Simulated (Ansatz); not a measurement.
A structure of AlAs relaxed with PBEsol (plane waves to 420 eV, PAW, scalar-relativistic; Ansatz, a first-principles code); single points at other levels follow on the same geometry (Ansatz, PAW; HSE06 at 420 eV on a 6×6×6 k-mesh; no spin-orbit coupling). Space group F-43m (No. 216).

```cif
data_Al4As4
_chemical_formula_sum 'Al4 As4'
_space_group_name_H-M_alt 'F-43m'
_space_group_IT_number 216
_space_group_name_Hall 'F -4 2 3'
_cell_length_a 5.67436
_cell_length_b 5.67436
_cell_length_c 5.67436
_cell_angle_alpha 90.000
_cell_angle_beta 90.000
_cell_angle_gamma 90.000
loop_
_atom_site_label
_atom_site_type_symbol
_atom_site_symmetry_multiplicity
_atom_site_Wyckoff_symbol
_atom_site_fract_x
_atom_site_fract_y
_atom_site_fract_z
_atom_site_occupancy
Al1 Al 4 c 0.25000 0.25000 0.25000 1
As1 As 4 a 0.00000 0.00000 0.00000 1
```
(The calculation used a cell of 2 atoms; values per cell refer to that cell.)

```csv
level,gap (eV),kind,conduction minimum
PBEsol,1.34,indirect,X
HSE06,2.09,–,X
```

HSE06 gaps come from a coarse mesh plus a few chosen points, so they may be too large. No spin polarisation in the result.

Measured for AlAs: a 5.649 Å (static lattice; corrected from measurement; as listed in Daniel Mejia-Rodriguez, S. B. Trickey, Phys. Rev. B (2018)); gap 2.28 eV (static lattice; corrected from measurement; as listed in Wei Chen et al., Physical Review Materials (2018)). Computed minus measured — a: PBEsol +0.4 %; gap: PBEsol -0.94 eV, HSE06 -0.19 eV. The computed values are for a static lattice, and a measured gap can be an optical one, lowered by exciton binding.

It was reached from a disturbed copy of a P4₁32 (No. 213) cell, against which it lies -0.84 eV/atom.
